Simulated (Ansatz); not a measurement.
**How the TO(Γ) frequency of zinc-blende CdS (metastable phase) moves with the method**

No measured value is used here.

```tsv
level (code)	value (cm⁻¹)	cell (Å³/atom)
LDA (Ansatz)	244	23.85
PBE (Ansatz)	216	26.02
r²SCAN (Ansatz)	228	25.38
B3LYP (VWN-RPA form) (Ansatz)	214	26.60
HSE06 (Ansatz)	227	25.48
PBE0 (Ansatz)	228	25.42
```

Each level is taken at its own relaxed cell. Cutoffs and k meshes differ between the levels. Ansatz's density-functional and Hartree–Fock values are scalar-relativistic unless marked +SOC, with PAW data made under PBE.

Ansatz is a first-principles code.
